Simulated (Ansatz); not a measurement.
Mulliken charges of `FC=C(Cl)Cl` from ωB97M-V/def2-TZVPP in Ansatz (PBE0-D4/def2-TZVP geometry).

```json
{"atom": "F1", "x (Å)": "0.370", "y (Å)": "-1.454", "z (Å)": "1.017", "charge (e)": "-0.171"}
{"atom": "C2", "x (Å)": "0.335", "y (Å)": "-0.184", "z (Å)": "0.639", "charge (e)": "0.088"}
{"atom": "C3", "x (Å)": "-0.249", "y (Å)": "0.194", "z (Å)": "-0.490", "charge (e)": "-0.004"}
{"atom": "Cl4", "x (Å)": "-1.003", "y (Å)": "-0.907", "z (Å)": "-1.549", "charge (e)": "-0.010"}
{"atom": "Cl5", "x (Å)": "-0.270", "y (Å)": "1.845", "z (Å)": "-0.937", "charge (e)": "-0.024"}
{"atom": "H6", "x (Å)": "0.817", "y (Å)": "0.505", "z (Å)": "1.320", "charge (e)": "0.121"}
```

Question: By hand: the dipole of these point charges (1 e Å = 4.8032 D).

Answer: Σ q r = (0.083, 0.258, 0.082) e Å, of length 0.283 e Å = 1.36 D.

Question: How does the dipole of the full density compare? (An estimate is asked.)

Answer: The calculation gave: (0.100, 0.161, 0.137) e Å, 1.12 D; the point charges give 1.21 times that, at 23° from its direction.

Point charges leave out the atoms' own dipoles, such as those of lone pairs, and Mulliken's split depends on the basis, so the two needn't agree.
